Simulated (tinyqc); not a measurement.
UHF in the sto-3g basis, for H2O, spin multiplicity 1, step by step (part 1 of 2). This run ends on a higher stationary point, not on the lowest solution. Computed by tinyqc, a small Python program that keeps every step (integrals from PySCF). Settings: charge = 0, multiplicity = 1, basis = sto-3g, energy threshold = 1e-08, iteration cap = 52, orthogonalisation = symmetric, start = Wolfsberg-Helmholz matrix, DIIS depth = 8, DIIS from iteration = 3, damping = 0.3, method = UHF, break = 0.2. Command: `OMP_NUM_THREADS=1 python tinyqc.py 21786 21787 out.jsonl` (the two numbers bound the seeds that draw the settings). One thread of a shared host (Intel(R) Xeon(R) Processor @ 2.60GHz), about 0.2 s of CPU time with the checks. Later iterations appear only in the table of the cycle.

## One-electron integrals

Geometry (angstrom):

| atom | x | y | z |
|---|---|---|---|
| O | 0.0000 | 0.0000 | 0.0000 |
| H | 0.0000 | 1.0960 | 0.7810 |
| H | 0.0000 | -1.0960 | 0.7810 |

Basis sto-3g: exponents (1/bohr^2) and contraction coefficients of normalised primitives:

| element | l (shell) | exponent | coefficient |
|---|---|---|---|
| O | s (1) | 130.7093 | 0.1543 |
| O | s (1) | 23.8089 | 0.5353 |
| O | s (1) | 6.4436 | 0.4446 |
| O | s (2) | 5.0332 | -0.1000 |
| O | s (2) | 1.1696 | 0.3995 |
| O | s (2) | 0.3804 | 0.7001 |
| O | p (3) | 5.0332 | 0.1559 |
| O | p (3) | 1.1696 | 0.6077 |
| O | p (3) | 0.3804 | 0.3920 |
| H | s (1) | 3.4253 | 0.1543 |
| H | s (1) | 0.6239 | 0.5353 |
| H | s (1) | 0.1689 | 0.4446 |

Overlap, kinetic and nuclear-attraction integrals over the contracted functions; the nuclear repulsion is the sum of Za Zb / Rab.

nuclear repulsion = 6.532717 hartree

overlap S, lower triangle:
```
         1O 1s   1O 2s  1O 2px   1O 2py  1O 2pz   2H 1s   3H 1s
1O 1s   1.0000
1O 2s   0.2367  1.0000
1O 2px  0.0000  0.0000  1.0000
1O 2py  0.0000  0.0000  0.0000   1.0000
1O 2pz  0.0000  0.0000  0.0000   0.0000  1.0000
2H 1s   0.0217  0.2602  0.0000   0.2024  0.1442  1.0000
3H 1s   0.0217  0.2602  0.0000  -0.2024  0.1442  0.0863  1.0000
```

kinetic energy T (hartree), lower triangle:
```
          1O 1s   1O 2s  1O 2px   1O 2py  1O 2pz    2H 1s   3H 1s
1O 1s   29.0032
1O 2s   -0.1680  0.8081
1O 2px   0.0000  0.0000  2.5287
1O 2py   0.0000  0.0000  0.0000   2.5287
1O 2pz   0.0000  0.0000  0.0000   0.0000  2.5287
2H 1s   -0.0070  0.0115  0.0000   0.0615  0.0438   0.7600
3H 1s   -0.0070  0.0115  0.0000  -0.0615  0.0438  -0.0114  0.7600
```

nuclear attraction V (hartree), lower triangle:
```
           1O 1s    1O 2s   1O 2px   1O 2py   1O 2pz    2H 1s    3H 1s
1O 1s   -61.4049
1O 2s    -7.3692  -9.8377
1O 2px    0.0000   0.0000  -9.7298
1O 2py    0.0000   0.0000   0.0000  -9.7997
1O 2pz   -0.0091  -0.1143   0.0000   0.0000  -9.7653
2H 1s    -0.6894  -1.8454   0.0000  -1.2403  -0.9046  -4.5893
3H 1s    -0.6894  -1.8454   0.0000   1.2403  -0.9046  -0.4487  -4.5893
```

core Hamiltonian H = T + V (hartree), lower triangle:
```
           1O 1s    1O 2s   1O 2px   1O 2py   1O 2pz    2H 1s    3H 1s
1O 1s   -32.4017
1O 2s    -7.5372  -9.0295
1O 2px    0.0000   0.0000  -7.2011
1O 2py    0.0000   0.0000   0.0000  -7.2709
1O 2pz   -0.0091  -0.1143   0.0000   0.0000  -7.2365
2H 1s    -0.6964  -1.8338   0.0000  -1.1788  -0.8607  -3.8293
3H 1s    -0.6964  -1.8338   0.0000   1.1788  -0.8607  -0.4601  -3.8293
```

## Two-electron integrals

Functions are numbered as in S; the eight-fold symmetry (ij|kl) = (ji|kl) = (kl|ij) leaves the list below.

Two-electron integrals (ij|kl) in chemists' order, unique and non-zero (hartree):
```
(11|11) 4.7851      (21|11) 0.7414      (21|21) 0.1369      (22|11) 1.1189
(22|21) 0.2566      (22|22) 0.8172      (31|31) 0.0245      (32|31) 0.0378
(32|32) 0.1805      (33|11) 1.1158      (33|21) 0.2567      (33|22) 0.8170
(33|33) 0.8802      (41|41) 0.0245      (42|41) 0.0378      (42|42) 0.1805
(43|43) 0.0474      (44|11) 1.1158      (44|21) 0.2567      (44|22) 0.8170
(44|33) 0.7853      (44|44) 0.8802      (51|51) 0.0245      (52|51) 0.0378
(52|52) 0.1805      (53|53) 0.0474      (54|54) 0.0474      (55|11) 1.1158
(55|21) 0.2567      (55|22) 0.8170      (55|33) 0.7853      (55|44) 0.7853
(55|55) 0.8802      (61|11) 0.0686      (61|21) 0.0126      (61|22) 0.0235
(61|33) 0.0234      (61|41) 4.43e-04    (61|42) 0.0008      (61|44) 0.0235
(61|51) 3.16e-04    (61|52) 0.0006      (61|54) 6.11e-05    (61|55) 0.0235
(61|61) 0.0012      (62|11) 0.1974      (62|21) 0.0460      (62|22) 0.1661
(62|33) 0.1631      (62|41) 0.0028      (62|42) 0.0229      (62|44) 0.1690
(62|51) 0.0020      (62|52) 0.0163      (62|54) 0.0041      (62|55) 0.1661
(62|61) 0.0043      (62|62) 0.0450      (63|31) 0.0044      (63|32) 0.0271
(63|43) 0.0045      (63|53) 0.0032      (63|63) 0.0059      (64|11) 0.1268
(64|21) 0.0299      (64|22) 0.1154      (64|33) 0.1105      (64|41) 0.0060
(64|42) 0.0418      (64|44) 0.1233      (64|51) 0.0011      (64|52) 0.0104
(64|54) 0.0059      (64|55) 0.1124      (64|61) 0.0029      (64|62) 0.0381
(64|64) 0.0378      (65|11) 0.0904      (65|21) 0.0213      (65|22) 0.0823
(65|33) 0.0787      (65|41) 0.0011      (65|42) 0.0104      (65|44) 0.0814
(65|51) 0.0052      (65|52) 0.0346      (65|54) 0.0064      (65|55) 0.0865
(65|61) 0.0021      (65|62) 0.0272      (65|64) 0.0228      (65|65) 0.0221
(66|11) 0.3900      (66|21) 0.0923      (66|22) 0.3844      (66|33) 0.3711
(66|41) 0.0060      (66|42) 0.0711      (66|44) 0.3972      (66|51) 0.0043
(66|52) 0.0506      (66|54) 0.0186      (66|55) 0.3844      (66|61) 0.0087
(66|62) 0.1425      (66|64) 0.1383      (66|65) 0.0986      (66|66) 0.7746
(71|11) 0.0686      (71|21) 0.0126      (71|22) 0.0235      (71|33) 0.0234
(71|41) -4.43e-04   (71|42) -0.0008     (71|44) 0.0235      (71|51) 3.16e-04
(71|52) 0.0006      (71|54) -6.11e-05   (71|55) 0.0235      (71|61) 0.0012
(71|62) 0.0042      (71|64) 0.0026      (71|65) 0.0020      (71|66) 0.0084
(71|71) 0.0012      (72|11) 0.1974      (72|21) 0.0460      (72|22) 0.1661
(72|33) 0.1631      (72|41) -0.0028     (72|42) -0.0229     (72|44) 0.1690
(72|51) 0.0020      (72|52) 0.0163      (72|54) -0.0041     (72|55) 0.1661
(72|61) 0.0042      (72|62) 0.0342      (72|64) 0.0205      (72|65) 0.0200
(72|66) 0.0849      (72|71) 0.0043      (72|72) 0.0450      (73|31) 0.0044
(73|32) 0.0271      (73|43) -0.0045     (73|53) 0.0032      (73|63) 0.0042
(73|73) 0.0059      (74|11) -0.1268     (74|21) -0.0299     (74|22) -0.1154
(74|33) -0.1105     (74|41) 0.0060      (74|42) 0.0418      (74|44) -0.1233
(74|51) -0.0011     (74|52) -0.0104     (74|54) 0.0059      (74|55) -0.1124
(74|61) -0.0026     (74|62) -0.0205     (74|64) -0.0085     (74|65) -0.0118
(74|66) -0.0489     (74|71) -0.0029     (74|72) -0.0381     (74|74) 0.0378
(75|11) 0.0904      (75|21) 0.0213      (75|22) 0.0823      (75|33) 0.0787
(75|41) -0.0011     (75|42) -0.0104     (75|44) 0.0814      (75|51) 0.0052
(75|52) 0.0346      (75|54) -0.0064     (75|55) 0.0865      (75|61) 0.0020
(75|62) 0.0200      (75|64) 0.0118      (75|65) 0.0158      (75|66) 0.0536
(75|71) 0.0021      (75|72) 0.0272      (75|74) -0.0228     (75|75) 0.0221
(76|11) 0.0449      (76|21) 0.0106      (76|22) 0.0417      (76|33) 0.0408
(76|44) 0.0416      (76|51) 0.0007      (76|52) 0.0070      (76|55) 0.0427
(76|61) 0.0010      (76|62) 0.0113      (76|64) 0.0084      (76|65) 0.0077
(76|66) 0.0384      (76|71) 0.0010      (76|72) 0.0113      (76|74) -0.0084
(76|75) 0.0077      (76|76) 0.0037      (77|11) 0.3900      (77|21) 0.0923
(77|22) 0.3844      (77|33) 0.3711      (77|41) -0.0060     (77|42) -0.0711
(77|44) 0.3972      (77|51) 0.0043      (77|52) 0.0506      (77|54) -0.0186
(77|55) 0.3844      (77|61) 0.0084      (77|62) 0.0849      (77|64) 0.0489
(77|65) 0.0536      (77|66) 0.2410      (77|71) 0.0087      (77|72) 0.1425
(77|74) -0.1383     (77|75) 0.0986      (77|76) 0.0384      (77|77) 0.7746
```

## Orthogonalisation

S = U s U^T; symmetric (Loewdin) form X = U s^(-1/2) U^T, so that X^T S X = 1.

eigenvalues of S: 0.5720  0.6674  0.8944  1.0000  1.0990  1.2463  1.5209

X, lower triangle:
```
          1O 1s    1O 2s  1O 2px   1O 2py   1O 2pz    2H 1s   3H 1s
1O 1s    1.0228
1O 2s   -0.1294   1.0788
1O 2px   0.0000   0.0000  1.0000
1O 2py   0.0000   0.0000  0.0000   1.0354
1O 2pz  -0.0036   0.0307  0.0000   0.0000   1.0166
2H 1s    0.0138  -0.1397  0.0000  -0.1148  -0.0758   1.0552
3H 1s    0.0138  -0.1397  0.0000   0.1148  -0.0758  -0.0291  1.0552
```

## Starting guess

The start is the generalised Wolfsberg-Helmholz matrix (K = 1.75) built on H, with HOMO and LUMO mixed by +/-0.2 rad for the two spins; D(s) = C_occ C_occ^T for each spin.

D(alpha) at the start, lower triangle:
```
          1O 1s    1O 2s   1O 2px   1O 2py  1O 2pz    2H 1s   3H 1s
1O 1s    1.0435
1O 2s   -0.1856   0.8082
1O 2px   0.0000   0.0000   0.9605
1O 2py   0.0000   0.0000  -0.0917   0.8853
1O 2pz   0.0284  -0.1051   0.0000   0.0000  0.9574
2H 1s   -0.0541   0.1618   0.1490   0.1029  0.0540   0.0774
3H 1s   -0.0541   0.1618  -0.1490  -0.1029  0.0540  -0.0001  0.0774
```

D(beta) at the start, lower triangle:
```
          1O 1s    1O 2s   1O 2px   1O 2py  1O 2pz    2H 1s   3H 1s
1O 1s    1.0435
1O 2s   -0.1856   0.8082
1O 2px   0.0000   0.0000   0.9605
1O 2py   0.0000   0.0000   0.0917   0.8853
1O 2pz   0.0284  -0.1051   0.0000   0.0000  0.9574
2H 1s   -0.0541   0.1618  -0.1490   0.1029  0.0540   0.0774
3H 1s   -0.0541   0.1618   0.1490  -0.1029  0.0540  -0.0001  0.0774
```

## Iteration 1: building the Fock matrix

J_ij = sum D_kl (ij|kl) with D = D(alpha) + D(beta), K_ij = sum D_kl (ik|jl) for each spin; F = H + J - K(s); E = tr D H + tr D J / 2 - 0.5 sum_s tr D(s) K(s) + E_nn.

Coulomb J (hartree), lower triangle:
```
          1O 1s    1O 2s  1O 2px   1O 2py  1O 2pz   2H 1s   3H 1s
1O 1s   17.9903
1O 2s    3.4160   8.5006
1O 2px   0.0000   0.0000  8.4844
1O 2py   0.0000   0.0000  0.0000   8.4974
1O 2pz  -0.0062  -0.0115  0.0000   0.0000  8.4967
2H 1s    0.3139   1.6893  0.0000   1.1628  0.8285  3.9089
3H 1s    0.3139   1.6893  0.0000  -1.1628  0.8285  0.4204  3.9089
```

exchange K(alpha) (hartree), lower triangle:
```
         1O 1s    1O 2s   1O 2px   1O 2py  1O 2pz   2H 1s   3H 1s
1O 1s   4.8909
1O 2s   0.8553   1.3315
1O 2px  0.0000   0.0000   1.1103
1O 2py  0.0000   0.0000  -0.0421   1.1112
1O 2pz  0.0024  -0.0382   0.0000   0.0000  1.1336
2H 1s   0.0806   0.3233   0.0389   0.2035  0.1368  0.2379
3H 1s   0.0806   0.3233  -0.0389  -0.2035  0.1368  0.0692  0.2379
```

exchange K(beta) (hartree), lower triangle:
```
         1O 1s    1O 2s   1O 2px   1O 2py  1O 2pz   2H 1s   3H 1s
1O 1s   4.8909
1O 2s   0.8553   1.3315
1O 2px  0.0000   0.0000   1.1103
1O 2py  0.0000   0.0000   0.0421   1.1112
1O 2pz  0.0024  -0.0382   0.0000   0.0000  1.1336
2H 1s   0.0806   0.3233  -0.0389   0.2035  0.1368  0.2379
3H 1s   0.0806   0.3233   0.0389  -0.2035  0.1368  0.0692  0.2379
```

F(alpha) (hartree), lower triangle:
```
           1O 1s    1O 2s   1O 2px   1O 2py   1O 2pz    2H 1s    3H 1s
1O 1s   -19.3023
1O 2s    -4.9766  -1.8605
1O 2px    0.0000   0.0000   0.1731
1O 2py    0.0000   0.0000   0.0421   0.1153
1O 2pz   -0.0177  -0.0876   0.0000   0.0000   0.1265
2H 1s    -0.4631  -0.4678  -0.0389  -0.2195  -0.1690  -0.1582
3H 1s    -0.4631  -0.4678   0.0389   0.2195  -0.1690  -0.1089  -0.1582
```

F(beta) (hartree), lower triangle:
```
           1O 1s    1O 2s   1O 2px   1O 2py   1O 2pz    2H 1s    3H 1s
1O 1s   -19.3023
1O 2s    -4.9766  -1.8605
1O 2px    0.0000   0.0000   0.1731
1O 2py    0.0000   0.0000  -0.0421   0.1153
1O 2pz   -0.0177  -0.0876   0.0000   0.0000   0.1265
2H 1s    -0.4631  -0.4678   0.0389  -0.2195  -0.1690  -0.1582
3H 1s    -0.4631  -0.4678  -0.0389   0.2195  -0.1690  -0.1089  -0.1582
```

total energy of this density = -74.112182 hartree

This density is the starting one.

## Iteration 1: diagonalisation and new density

Diagonalise F' = X^T F X, C = X C', fill 5 alpha and 5 beta electrons from the bottom; D(s) = C_occ C_occ^T; the new density keeps 0.3 of the old one (damping). Each column has its largest component positive (the first on a tie).

F' = X^T F X (alpha) (hartree), lower triangle:
```
          1        2        3        4        5        6       7
1  -18.9296
2   -2.6556  -0.8633
3    0.0000   0.0000   0.1731
4    0.0000   0.0000   0.0525   0.2266
5   -0.0291  -0.0072   0.0000   0.0000   0.1774
6   -0.0108  -0.2856  -0.0470  -0.2598  -0.1725   0.0120
7   -0.0108  -0.2856   0.0470   0.2598  -0.1725  -0.0424  0.0120
```

orbital energies (alpha) (hartree): MO1 -19.3122, MO2 -0.7308, MO3 -0.2378, MO4 -0.0085, MO5 0.1553, MO6 0.4057, MO7 0.5366

coefficients C (alpha):
```
            MO1      MO2      MO3      MO4      MO5      MO6      MO7
1O 1s    0.9940  -0.2221   0.0000   0.1310   0.0000  -0.0938   0.0000
1O 2s    0.0250   0.8111   0.0000  -0.5858   0.0000   0.4678   0.0000
1O 2px   0.0000   0.0000   0.0484   0.0000   0.9739   0.0000   0.2216
1O 2py   0.0000   0.0000   0.5106   0.0000  -0.2271   0.0000   0.8867
1O 2pz   0.0020   0.1158   0.0000   0.6423   0.0000   0.7874   0.0000
2H 1s   -0.0036   0.2530   0.5319   0.4046   0.0999  -0.5694  -0.5551
3H 1s   -0.0036   0.2530  -0.5319   0.4046  -0.0999  -0.5694   0.5551
```

F' = X^T F X (beta) (hartree), lower triangle:
```
          1        2        3        4        5        6       7
1  -18.9296
2   -2.6556  -0.8633
3    0.0000   0.0000   0.1731
4    0.0000   0.0000  -0.0525   0.2266
5   -0.0291  -0.0072   0.0000   0.0000   0.1774
6   -0.0108  -0.2856   0.0470  -0.2598  -0.1725   0.0120
7   -0.0108  -0.2856  -0.0470   0.2598  -0.1725  -0.0424  0.0120
```

orbital energies (beta) (hartree): MO1 -19.3122, MO2 -0.7308, MO3 -0.2378, MO4 -0.0085, MO5 0.1553, MO6 0.4057, MO7 0.5366

coefficients C (beta):
```
            MO1      MO2      MO3      MO4      MO5      MO6      MO7
1O 1s    0.9940  -0.2221   0.0000   0.1310   0.0000  -0.0938   0.0000
1O 2s    0.0250   0.8111   0.0000  -0.5858   0.0000   0.4678   0.0000
1O 2px   0.0000   0.0000  -0.0484   0.0000   0.9739   0.0000  -0.2216
1O 2py   0.0000   0.0000   0.5106   0.0000   0.2271   0.0000   0.8867
1O 2pz   0.0020   0.1158   0.0000   0.6423   0.0000   0.7874   0.0000
2H 1s   -0.0036   0.2530   0.5319   0.4046  -0.0999  -0.5694  -0.5551
3H 1s   -0.0036   0.2530  -0.5319   0.4046   0.0999  -0.5694   0.5551
```

D(alpha) after iteration 1, lower triangle:
```
          1O 1s    1O 2s   1O 2px   1O 2py  1O 2pz    2H 1s   3H 1s
1O 1s    1.0512
1O 2s   -0.2181   0.9437
1O 2px   0.0000   0.0000   0.9538
1O 2py   0.0000   0.0000  -0.1651   0.4842
1O 2pz   0.0508  -0.2291   0.0000   0.0000  0.5854
2H 1s   -0.0210   0.0262   0.1308   0.2051  0.2186   0.3877
3H 1s   -0.0210   0.0262  -0.1308  -0.2051  0.2186  -0.0457  0.3877
```

D(beta) after iteration 1, lower triangle:
```
          1O 1s    1O 2s   1O 2px   1O 2py  1O 2pz    2H 1s   3H 1s
1O 1s    1.0512
1O 2s   -0.2181   0.9437
1O 2px   0.0000   0.0000   0.9538
1O 2py   0.0000   0.0000   0.1651   0.4842
1O 2pz   0.0508  -0.2291   0.0000   0.0000  0.5854
2H 1s   -0.0210   0.0262  -0.1308   0.2051  0.2186   0.3877
3H 1s   -0.0210   0.0262   0.1308  -0.2051  0.2186  -0.0457  0.3877
```

## Iteration 2: building the Fock matrix

As before.

Coulomb J (hartree), lower triangle:
```
          1O 1s   1O 2s  1O 2px   1O 2py  1O 2pz   2H 1s   3H 1s
1O 1s   17.0331
1O 2s    3.1973  7.9297
1O 2px   0.0000  0.0000  7.9399
1O 2py   0.0000  0.0000  0.0000   7.9180
1O 2pz  -0.0119  0.0003  0.0000   0.0000  7.9076
2H 1s    0.2938  1.6144  0.0000   1.1283  0.8090  4.0515
3H 1s    0.2938  1.6144  0.0000  -1.1283  0.8090  0.4140  4.0515
```

exchange K(alpha) (hartree), lower triangle:
```
         1O 1s    1O 2s   1O 2px   1O 2py  1O 2pz   2H 1s   3H 1s
1O 1s   4.8823
1O 2s   0.8245   1.2467
1O 2px  0.0000   0.0000   1.0830
1O 2py  0.0000   0.0000  -0.1074   0.8191
1O 2pz  0.0023  -0.0965   0.0000   0.0000  0.8629
2H 1s   0.0794   0.3069   0.0244   0.2291  0.1759  0.4720
3H 1s   0.0794   0.3069  -0.0244  -0.2291  0.1759  0.0654  0.4720
```

exchange K(beta) (hartree), lower triangle:
```
         1O 1s    1O 2s   1O 2px   1O 2py  1O 2pz   2H 1s   3H 1s
1O 1s   4.8823
1O 2s   0.8245   1.2467
1O 2px  0.0000   0.0000   1.0830
1O 2py  0.0000   0.0000   0.1074   0.8191
1O 2pz  0.0023  -0.0965   0.0000   0.0000  0.8629
2H 1s   0.0794   0.3069  -0.0244   0.2291  0.1759  0.4720
3H 1s   0.0794   0.3069   0.0244  -0.2291  0.1759  0.0654  0.4720
```

F(alpha) (hartree), lower triangle:
```
           1O 1s    1O 2s   1O 2px   1O 2py   1O 2pz    2H 1s    3H 1s
1O 1s   -20.2508
1O 2s    -5.1644  -2.3466
1O 2px    0.0000   0.0000  -0.3441
1O 2py    0.0000   0.0000   0.1074  -0.1720
1O 2pz   -0.0232  -0.0174   0.0000   0.0000  -0.1918
2H 1s    -0.4820  -0.5264  -0.0244  -0.2795  -0.2276  -0.2498
3H 1s    -0.4820  -0.5264   0.0244   0.2795  -0.2276  -0.1115  -0.2498
```

F(beta) (hartree), lower triangle:
```
           1O 1s    1O 2s   1O 2px   1O 2py   1O 2pz    2H 1s    3H 1s
1O 1s   -20.2508
1O 2s    -5.1644  -2.3466
1O 2px    0.0000   0.0000  -0.3441
1O 2py    0.0000   0.0000  -0.1074  -0.1720
1O 2pz   -0.0232  -0.0174   0.0000   0.0000  -0.1918
2H 1s    -0.4820  -0.5264   0.0244  -0.2795  -0.2276  -0.2498
3H 1s    -0.4820  -0.5264  -0.0244   0.2795  -0.2276  -0.1115  -0.2498
```

total energy of this density = -74.556090 hartree

This density is a damped mixture and is not idempotent.

## Iteration 2: diagonalisation and new density

As before.

F' = X^T F X (alpha) (hartree), lower triangle:
```
          1        2        3        4        5        6        7
1  -19.8809
2   -2.6714  -1.3568
3    0.0000   0.0000  -0.3441
4    0.0000   0.0000   0.1168  -0.0551
5   -0.0432   0.0701   0.0000   0.0000  -0.1301
6   -0.0176  -0.2763  -0.0388  -0.2836  -0.2136  -0.0627
7   -0.0176  -0.2763   0.0388   0.2836  -0.2136  -0.0347  -0.0627
```

orbital energies (alpha) (hartree): MO1 -20.2588, MO2 -1.1239, MO3 -0.4634, MO4 -0.3624, MO5 -0.3436, MO6 0.2800, MO7 0.3799

coefficients C (alpha):
```
            MO1      MO2      MO3      MO4      MO5      MO6      MO7
1O 1s    0.9947  -0.2476   0.0000   0.0710   0.0000  -0.0869   0.0000
1O 2s    0.0222   0.9430   0.0000  -0.3514   0.0000   0.4554   0.0000
1O 2px   0.0000   0.0000  -0.4100   0.0000   0.8971   0.0000   0.1649
1O 2py   0.0000   0.0000   0.6251   0.0000   0.1330   0.0000   0.8307
1O 2pz   0.0020   0.0293   0.0000   0.7433   0.0000   0.7018   0.0000
2H 1s   -0.0031   0.1270   0.3720   0.3746   0.2837  -0.6289  -0.6183
3H 1s   -0.0031   0.1270  -0.3720   0.3746  -0.2837  -0.6289   0.6183
```

F' = X^T F X (beta) (hartree), lower triangle:
```
          1        2        3        4        5        6        7
1  -19.8809
2   -2.6714  -1.3568
3    0.0000   0.0000  -0.3441
4    0.0000   0.0000  -0.1168  -0.0551
5   -0.0432   0.0701   0.0000   0.0000  -0.1301
6   -0.0176  -0.2763   0.0388  -0.2836  -0.2136  -0.0627
7   -0.0176  -0.2763  -0.0388   0.2836  -0.2136  -0.0347  -0.0627
```

orbital energies (beta) (hartree): MO1 -20.2588, MO2 -1.1239, MO3 -0.4634, MO4 -0.3624, MO5 -0.3436, MO6 0.2800, MO7 0.3799

coefficients C (beta):
```
            MO1      MO2      MO3      MO4      MO5      MO6      MO7
1O 1s    0.9947  -0.2476   0.0000   0.0710   0.0000  -0.0869   0.0000
1O 2s    0.0222   0.9430   0.0000  -0.3514   0.0000   0.4554   0.0000
1O 2px   0.0000   0.0000   0.4100   0.0000   0.8971   0.0000  -0.1649
1O 2py   0.0000   0.0000   0.6251   0.0000  -0.1330   0.0000   0.8307
1O 2pz   0.0020   0.0293   0.0000   0.7433   0.0000   0.7018   0.0000
2H 1s   -0.0031   0.1270   0.3720   0.3746  -0.2837  -0.6289  -0.6183
3H 1s   -0.0031   0.1270  -0.3720   0.3746   0.2837  -0.6289   0.6183
```

D(alpha) after iteration 2, lower triangle:
```
          1O 1s    1O 2s   1O 2px   1O 2py  1O 2pz    2H 1s   3H 1s
1O 1s    1.0544
1O 2s   -0.2309   0.9923
1O 2px   0.0000   0.0000   0.9671
1O 2py   0.0000   0.0000  -0.1454   0.4312
1O 2pz   0.0485  -0.2322   0.0000   0.0000  0.5630
2H 1s   -0.0119  -0.0005   0.1106   0.2507  0.2631   0.3790
3H 1s   -0.0119  -0.0005  -0.1106  -0.2507  0.2631  -0.0574  0.3790
```

D(beta) after iteration 2, lower triangle:
```
          1O 1s    1O 2s   1O 2px   1O 2py  1O 2pz    2H 1s   3H 1s
1O 1s    1.0544
1O 2s   -0.2309   0.9923
1O 2px   0.0000   0.0000   0.9671
1O 2py   0.0000   0.0000   0.1454   0.4312
1O 2pz   0.0485  -0.2322   0.0000   0.0000  0.5630
2H 1s   -0.0119  -0.0005  -0.1106   0.2507  0.2631   0.3790
3H 1s   -0.0119  -0.0005   0.1106  -0.2507  0.2631  -0.0574  0.3790
```
